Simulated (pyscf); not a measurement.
PySCF, gas phase, ωB97X-D3(BJ)/def2-SVP geometries.

PBE/def2-TZVP puts the barrier of `[CH3][GaH2]` + `[NH3]` -> `[CH3][GaH][NH2]` + `[H][H]` (four-centre exchange; singlet surface; Ga–H, H–N broken, Ga–N, H–H formed) at 0.48 eV and the reaction energy at -0.35 eV, from the separated reactants. What do PBE0-D3(BJ)/def2-TZVP, M06-2X/def2-TZVP, ωB97M-D3(BJ)/def2-TZVP give on the same structures?

PBE0-D3(BJ): ΔE‡ = 0.52 eV, ΔE = -0.33 eV; M06-2X: ΔE‡ = 0.50 eV, ΔE = -0.53 eV; ωB97M-D3(BJ): ΔE‡ = 0.68 eV, ΔE = -0.32 eV. PBE's barrier lies under all of them, by 0.02 to 0.20 eV. Its reaction energy lies among theirs. On the reactant side the descent ends in an adduct with a Ga–N contact (not fully relaxed), 1.02 eV under the separated species and 1.62 eV under the saddle at ωB97X-D3(BJ)/def2-TZVP. What is counted as formed (Ga–N) is already present as a longer contact in the reactant adduct; forming that adduct is a step of its own. At the saddle there is also a short Ga–H contact that neither side keeps. This is the saddle that the search found; another between the same sides may lie lower. Elements up to Kr have no core potential and no relativistic terms here.
